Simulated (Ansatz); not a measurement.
Rock-salt BaTe, treated with PBE0 (Ansatz, a program for electronic structure, PAW).

Numerical settings: plane-wave cutoff 520 eV, 6×6×6 k mesh, scalar-relativistic PAW data made under PBE.

Computed at the level's own relaxed cell.

Elastic tensor (GPa, Voigt notation, ions relaxed):

```
   71.5     9.9     9.9     0.0     0.0     0.0
    9.9    71.5     9.9     0.0     0.0     0.0
    9.9     9.9    71.5     0.0     0.0     0.0
    0.0     0.0     0.0    12.1     0.0     0.0
    0.0     0.0     0.0     0.0    12.1     0.0
    0.0     0.0     0.0     0.0     0.0    12.1
```

### Question
Work out the Voigt, Reuss and Hill averages of the bulk and shear moduli, Young's modulus and Poisson's ratio from the printed constants.

### Answer
K_V = [C11 + C22 + C33 + 2(C12 + C13 + C23)]/9 = [214.5 + 2 × 29.7]/9 = 30.4 GPa. G_V = [214.5 − 29.7 + 3 × 36.3]/15 = 19.6 GPa. From the compliances S = C⁻¹, K_R = 30.4 and G_R = 16.0 GPa. Hill means: K = 30.4, G = 17.8 GPa. E = 9KG/(3K + G) = 45 GPa, ν = (3K − 2G)/(6K + 2G) = 0.26, K/G = 1.71.
